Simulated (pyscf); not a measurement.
`[SiH3][PH][SiH3]` + `[OH2]` -> `[OH][SiH2][PH][SiH3]` + `[H][H]` (four-centre exchange; singlet surface; H–Si, H–O broken, O–Si, H–H formed). Structures and frequencies: ωB97X-D3(BJ)/def2-SVP in PySCF. Energies in kcal/mol from the separated reactants.

```json
[
 {"level": "ωB97X-D3(BJ)/def2-TZVP", "barrier": "34.4", "reaction energy": "-17.0"},
 {"level": "PBE/def2-TZVP", "barrier": "29.3", "reaction energy": "-15.1"},
 {"level": "r²SCAN/def2-TZVP", "barrier": "?", "reaction energy": "-17.8"},
 {"level": "PBE0-D3(BJ)/def2-TZVP", "barrier": "31.6", "reaction energy": "-15.2"},
 {"level": "M06-2X/def2-TZVP", "barrier": "34.3", "reaction energy": "-19.1"},
 {"level": "HF/def2-TZVP", "barrier": "?", "reaction energy": "?"}
]
```

Q: Some entries are withheld; supply them.

A: 
- r²SCAN/def2-TZVP, barrier: 30.5
- HF/def2-TZVP, barrier: 53.0
- HF/def2-TZVP, reaction energy: -14.9

The functionals in the table span 5.0 kcal/mol in this barrier, from PBE to ωB97X-D3(BJ)/def2-TZVP. HO–SiH₂–PH–SiH₃ lies 18.4 kcal/mol over its isomer H₃Si–O–SiH₂–PH₂ (electronic energy, ωB97M-D3(BJ)/def2-TZVP). This is the saddle that the search found; another between the same sides may lie lower.
